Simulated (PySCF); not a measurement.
## BH: input and log

State: ¹Σ⁺ (singlet), closed shell.

An equivalent input (the run itself took its basis sets from the Basis Set Exchange, started from a PBE0 density and held the occupation σ 3α 3β):

```python
from pyscf import gto, scf, cc
mol = gto.M(atom='B 0 0 0; H 0 0 1.25', basis={'B': 'def2-SVPD', 'H': 'def2-SVPD'},
            charge=0, spin=0, verbose=4, symmetry='C2v')
mf = scf.RHF(mol)
mf.irrep_nelec = {'A1': 6}
mf.conv_tol = 1e-9
mf.max_cycle = 60
mf.diis_space = 10
mf.kernel()
mycc = cc.CCSD(mf, frozen=[0])
mycc.run(conv_tol=1e-7, conv_tol_normt=1e-5, max_cycle=80, diis_space=8)
et = mycc.ccsd_t()
```

The SCF ended at -25.09934001 hartree. The coupled-cluster part of the log:

```
******** <class 'pyscf.cc.ccsd.CCSD'> ********
CC2 = 0
CCSD nocc = 2, nmo = 27
frozen orbitals [0]
max_cycle = 80
direct = 0
conv_tol = 1e-07
conv_tol_normt = 1e-05
diis_space = 8
diis_start_cycle = 0
diis_start_energy_diff = 1e+09
Init t2, MP2 energy = -25.1616818552178  E_corr(MP2) -0.0623418443575636
Init E_corr(CCSD) = -0.0623418443579977
cycle = 1  E_corr(CCSD) = -0.078480122589751  dE = -0.0161382782  norm(t1,t2) = 0.0549533
cycle = 2  E_corr(CCSD) = -0.0840721342105935  dE = -0.00559201162  norm(t1,t2) = 0.0303117
cycle = 3  E_corr(CCSD) = -0.0899204242610279  dE = -0.00584829005  norm(t1,t2) = 0.0186317
cycle = 4  E_corr(CCSD) = -0.0895331904139649  dE = 0.000387233847  norm(t1,t2) = 0.00370738
cycle = 5  E_corr(CCSD) = -0.0895878212661612  dE = -5.46308522e-05  norm(t1,t2) = 0.00108575
cycle = 6  E_corr(CCSD) = -0.089573564103665  dE = 1.42571625e-05  norm(t1,t2) = 0.000354738
cycle = 7  E_corr(CCSD) = -0.0895601095966179  dE = 1.3454507e-05  norm(t1,t2) = 0.00011502
cycle = 8  E_corr(CCSD) = -0.0895677438753694  dE = -7.63427875e-06  norm(t1,t2) = 3.41614e-05
cycle = 9  E_corr(CCSD) = -0.0895651926010895  dE = 2.55127428e-06  norm(t1,t2) = 1.26725e-05
cycle = 10  E_corr(CCSD) = -0.0895651051774769  dE = 8.74236126e-08  norm(t1,t2) = 1.79899e-06
CCSD converged
E(CCSD) = -25.18890511603768  E_corr = -0.0895651051774769
CCSD(T) correction = -0.0016083110740579
```

T1 diagnostic 0.015, D1 0.029, 4 electrons correlated.

Repeating this along the bond gives Re = 1.243 Å and ωe = 2390 cm⁻¹.

A point of this curve took 0.082 CPU seconds beside 0.0054 for the integrals (shared host).

Correlated steps freeze 1 core orbital.
